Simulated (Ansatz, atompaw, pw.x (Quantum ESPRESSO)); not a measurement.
# From atom to crystal: PAW (atompaw) potential for silicon (Si)

atompaw 4.2.0.5 input, output lines left out:

```
Si 14
GGA-PBE scalarrelativistic loggrid 1500 logderivrange -3 5 201
3 3 0 0 0 0
3 1 2
0 0 0
c
c
v
c
v
2
2.66 2.52 2.08 2.04
y
-0.15
n
y
0.9
n
y
0.45
y
1.8
n
custom polynom vanderbiltortho sinc
3 0 troulliermartins
2.66
2.66
2.66
2.56
2.66
2.66
```

Atomic tests: cutoffs needed: 6 Ry and 8 Ry (the cutoffs (Ry, on a coarse ladder) from which the occupation-weighted sum of valence levels, in a spherical-Bessel basis at the reference potential, stays within 10 and 1 mRy of its value at 400 Ry); ghost test: no extra level below or beside the all-electron valence levels (s, p, d, f tested) (spherical-Bessel basis up to 400 Ry, 20 bohr box); lowest eigenvalue of the overlap operator: 0.12 (s channel).

Crystal test: diamond Si in pw.x 7.5, no spin, 8³ k-points, Fermi–Dirac smearing 0.01 Ry, cutoffs 40/400 Ry. The reference is all-electron LAPW (Ansatz 0.2.0) with the same functional, mesh and smearing; V0 and B0 come from Birch–Murnaghan fits to the pressures at five volumes. Errors are pseudo minus all-electron; Δ is the rms difference of the E(V) curves that follow from these fits, minima aligned, over ±6 % about the mean V0. Mesh and smearing are coarse, so the numbers serve the comparison and aren't converged zero-temperature values; the lattice is a test structure that the element need not adopt.

All-electron: a0 = 5.469 Å (V0 = 20.45 Å³/atom), B0 = 88.5 GPa.

How far does the potential miss the all-electron equation of state?

mean pressure error (GPa): -0.07; a0 (Å): 5.468; a0 error (%): -0.03; B0 error (%): -0.2; Δ (meV/atom): 0.3. The largest radius (2.66 bohr) exceeds half the bond length (2.24 bohr), so the spheres overlap, which is one possible source of error among others.

| V (Å³/atom) | P all-electron (GPa) | P pseudo (GPa) |
| --- | --- | --- |
| 19.440 | 5.01 | 4.91 |
| 19.951 | 2.31 | 2.23 |
| 20.463 | -0.05 | -0.12 |
| 20.975 | -2.12 | -2.18 |
| 21.486 | -3.93 | -3.98 |

At the middle volume, how do free energy and pressure move when the wave cutoff is lowered (ecutrho held at 400 Ry)?

| cutoff (Ry) | shift of F (meV/atom) | shift of P (GPa) |
| --- | --- | --- |
| 18 | +0.6 | -0.01 |
| 24 | +0.1 | -0.00 |
| 32 | +0.0 | +0.00 |

The run at the middle volume (29 k-points, 11 iterations) took about 17 s on one core of a shared host (Intel(R) Xeon(R) Platinum 8124M CPU @ 3.00GHz, 72 threads, 138 GiB, load 18).
